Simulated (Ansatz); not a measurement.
The parent structure is GaN in the wurtzite structure (space group P6_3mc, No. 186; a = 3.1826 Å, c = 5.1854 Å).

The values are results of DFT with PBEsol, PAW potentials and a 420 eV plane-wave cutoff in Ansatz (a program for electronic structure), no SOC, not measurements.

```json
[
 {"level": "PBEsol", "band gap": "1.88 eV", "lattice parameter a": "3.183 Å", "lattice parameter c": "5.185 Å"}
]
```

Q: What does experiment give, and how far off is each level?

A: Measured: band gap 3.68 eV (static lattice; corrected from measurement; as listed in Wei Chen et al., Physical Review Materials (2018)); lattice parameter a 3.189 Å (room temperature; as listed in M J Lucero, T M Henderson, G E Scuseria, Journal of Physics Condensed Matter (2012)); lattice parameter c 5.185 Å (room temperature; as listed in M J Lucero, T M Henderson, G E Scuseria, Journal of Physics Condensed Matter (2012)). Computed minus measured — band gap: PBEsol -1.80 eV; lattice parameter a: PBEsol -0.2 %; lattice parameter c: PBEsol +0.0 %. Measured values not marked as corrected hold thermal and zero-point effects that the static-lattice runs lack. A measured gap can be an optical one, lowered by exciton binding. Levels without spin-orbit coupling miss its lowering of the gap, often about a third of the valence-band splitting.

Stability against distortions was not tested.
